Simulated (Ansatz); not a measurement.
# What each rung costs and misses: atomization of PH2, doublet

Geometry (MP2(full)/6-31G*, from the G2/97 set):

```xyz
3

P     0.0000    0.0000    0.0599
H     0.0000    1.0256   -0.9209
H     0.0000   -1.0256   -0.9209
```

Measured, as an electronic atomization energy: 152.9 kcal/mol (G2/97 heats of formation of molecule and atoms, with zero-point and thermal terms from B3LYP taken off; Curtiss et al., J. Chem. Phys. 106, 1063 (1997), Staroverov et al., J. Chem. Phys. 119, 12129 (2003)). The measured value holds scalar relativity and spin–orbit coupling, which all computed ones lack, and core correlation, which the wave-function levels lack. Atoms are taken at the same level, with ROHF references for molecule and atoms in the R rows. The atoms' steps beyond CCSDT(Q) are taken from restricted open-shell runs, which share full CI's core. Ansatz 0.2.0; the 6-31G* set has Cartesian d functions; a miss is computed less measured; times are wall times on shared hosts and scatter by a factor of two or so.

```
    level        basis  miss (kcal/mol)  time of the run              hardware
      RHF  cc-pV(D+d)Z            -50.2                –                     –
      UHF  cc-pV(D+d)Z            -47.3           0.15 s          1 CPU thread
     RMP2  cc-pV(D+d)Z            -19.9                –                     –
     UMP2  cc-pV(D+d)Z            -20.2                –                     –
 RCCSD(T)  cc-pV(D+d)Z            -13.9           0.54 s          1 CPU thread
 UCCSD(T)  cc-pV(D+d)Z            -13.9           0.51 s          1 CPU thread
UCCSDT(Q)  cc-pV(D+d)Z            -13.7            3.3 s          1 CPU thread
  UCCSDTQ  cc-pV(D+d)Z            -13.7            6.5 s  H100 + 5 CPU threads
  full CI  cc-pV(D+d)Z            -13.7              4 s  H100 + 5 CPU threads
      RHF  cc-pV(T+d)Z            -47.7                –                     –
      UHF  cc-pV(T+d)Z            -44.4           0.28 s          1 CPU thread
     RMP2  cc-pV(T+d)Z            -10.1                –                     –
     UMP2  cc-pV(T+d)Z            -10.7                –                     –
 RCCSD(T)  cc-pV(T+d)Z             -4.0            1.4 s          1 CPU thread
 UCCSD(T)  cc-pV(T+d)Z             -4.0            1.6 s          1 CPU thread
UCCSDT(Q)  cc-pV(T+d)Z             -3.9            3.8 s  H100 + 5 CPU threads
      RHF  cc-pV(Q+d)Z            -47.2                –                     –
      UHF  cc-pV(Q+d)Z            -43.9           0.61 s          1 CPU thread
     RMP2  cc-pV(Q+d)Z             -6.6                –                     –
     UMP2  cc-pV(Q+d)Z             -7.4                –                     –
 RCCSD(T)  cc-pV(Q+d)Z             -0.6            2.9 s  H100 + 5 CPU threads
 UCCSD(T)  cc-pV(Q+d)Z             -0.6            3.7 s  H100 + 5 CPU threads
UCCSDT(Q)  cc-pV(Q+d)Z             -0.5              9 s  H100 + 5 CPU threads
```

HF's time is that of a plain UHF run. A dash: the level came out of a higher level's run.

A composite of the best parts (unrestricted reference, at this geometry, which isn't the minimum of the high levels):

```tsv
part	kcal/mol
Hartree–Fock limit (T, Q; exp(−5.46 √X))	109.16
CCSD(T) correlation limit (T, Q; X⁻³)	45.44
CCSDT − CCSD(T) (QZ)	0.10
(Q) (QZ)	0.05
CCSDTQ − CCSDT(Q) (DZ)	-0.01
sum	154.7
sum less measured	1.8
```
